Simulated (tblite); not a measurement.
C2H2: calculation against experiment

**What was measured.**

CRC Handbook of Chemistry and Physics lists, for the gas at 298.15 K: standard entropy 200.9 J/(mol K).

The results are set against them at the end.

Species: C2H2.
Atom-mapped SMILES: `[CH:1]#[CH:2]` (hydrogens: H3 on C1; H4 on C2)

Cartesian coordinates in Å at the GFN2-xTB level; atoms count from 1:
```xyz
4
C2H2 angstrom
C      0.5396   -0.0056    0.5771
C     -0.5345    0.0079    0.0562
H      1.4840   -0.0173    1.0353
H     -1.4789    0.0198   -0.4019
```

GFN2-xTB wavenumbers (cm⁻¹, harmonic, unscaled, at the method's own geometry): 492, 493, 849, 849, 2156, 3352, 3428. Point group D∞h, symmetry number 2. Entropy at 298.15 K and 1 bar in J/(mol K): translation 149.5, rotation 45.4, vibration 7.1.

Results beside the measurements:

**Standard entropy at 298.15 K.** Measured: 200.9 J/(mol K) (298.15 K; CRC Handbook of Chemistry and Physics).

| level | computed (J/(mol K)) | computed − measured (J/(mol K)) | % (from the printed values) |
| --- | --- | --- | --- |
| GFN2-xTB, rigid rotor and harmonic oscillator | 202.0 | +1.1 | +1 |

Ideal gas at 1 bar, most abundant isotopes; table values of this kind come from calorimetry or from spectroscopic constants.

The geometry is computed, not the measured one. Where a level misses, the cause wasn't examined.
